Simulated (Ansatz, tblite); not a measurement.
Cost and result up the ladder for H2S2 (4 atoms). The state is a singlet with charge 0. Geometry: PBE0-D4/def2-TZVP.

```xyz
4

S    -0.533   -0.682   -0.719
S     1.071    0.344    0.029
H    -1.005   -1.189    0.436
H     0.467    1.526    0.255
```

Ansatz on 4 threads of Arm Neoverse V1 on a shared host; xTB runs through tblite on one thread. Times are rough, summed over both states, and most runs start from the orbitals of an earlier one. CCSD(T)/def2-TZVPP serves as the yardstick here, not as an exact answer. The other state is a doublet.

The xTB rows come from tblite. Correlated methods freeze 10 core orbitals. HOMO above LUMO, or a gap near zero within one spin, warns that the state may not be the lowest or that an electron is smeared out.

Correlated methods converge slowly with the basis.

Raw xTB energies of ions are shifted by several eV.

```
              level  functions  wall time  vertical IE (eV)  difference from CCSD(T)/def2-TZVPP (eV)                                     remarks
           GFN2-xTB         20    0.004 s             14.21                                     4.24                                           –
           GFN1-xTB         22    0.005 s             15.51                                     5.54                                           –
   PBE-D4/def2-TZVP         86      1.1 s              9.74                                    -0.23  gap within one spin near zero (+1 doublet)
  PBE0-D4/def2-TZVP         86      3.1 s              9.94                                    -0.03                                           –
r2SCAN-D4/def2-TZVP         86      4.8 s              9.87                                    -0.10                                           –
 CCSD(T)/def2-TZVPP        112       10 s              9.97                                     0.00                                           –
```
